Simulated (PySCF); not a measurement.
First SCF of a structure search on doublet NO₂, at a hand-made linear geometry. PySCF input:

```python
from pyscf import gto, scf, dft
mol = gto.M(atom='''
N      0.000000     0.000000     0.000000
O      0.000000     0.000000     1.170000
O      0.000000     0.000000    -1.170000''',
    basis={'N': 'def2-TZVP', 'O': 'def2-TZVP'},
    charge=0, spin=1)
mf = dft.UKS(mol, xc='B3LYP')
mf.grids.atom_grid = (50, 194)
aux = {'N': 'def2-universal-JKFIT', 'O': 'def2-universal-JKFIT'}
mf = mf.density_fit(auxbasis=aux)
mf.conv_tol = 1e-08
mf.diis_space = 10
mf.max_cycle = 60
mf.init_guess = 'minao'
mf.verbose = 4
mf.kernel()
```

Excerpt of the output (cycles alone):

```
init E= -205.829110649534
cycle= 1 E= -204.970127684893  delta_E= 0.859  |g|= 0.629  |ddm|= 1.49
cycle= 2 E= -204.608752376985  delta_E= 0.361  |g|= 1.24  |ddm|= 0.807
cycle= 3 E= -205.105237405298  delta_E= -0.496  |g|= 0.0299  |ddm|= 0.505
cycle= 4 E= -205.105542151568  delta_E= -0.000305  |g|= 0.00796  |ddm|= 0.0345
cycle= 5 E= -205.105566084177  delta_E= -2.39e-05  |g|= 0.0029  |ddm|= 0.00687
cycle= 6 E= -205.105569955004  delta_E= -3.87e-06  |g|= 0.000867  |ddm|= 0.00333
cycle= 7 E= -205.105570520357  delta_E= -5.65e-07  |g|= 0.000175  |ddm|= 0.000896
cycle= 8 E= -205.1055705813  delta_E= -6.09e-08  |g|= 3.4e-05  |ddm|= 0.000336
cycle= 9 E= -205.105570583534  delta_E= -2.23e-09  |g|= 4.49e-06  |ddm|= 6.96e-05
Extra cycle  E= -205.105570583539  delta_E= -5e-12  |g|= 5.49e-06  |ddm|= 5.16e-06
converged SCF energy = -205.105570583539  <S^2> = 0.75388987  2S+1 = 2.0038861
```

No lower solution of this spin was found by a stability analysis within the unrestricted form.

The search for the lowest solution, with the stability check, took 2 s on 4 threads of a shared Arm Neoverse V1 host, with 93 basis functions; the process peaked at 0.32 GiB.
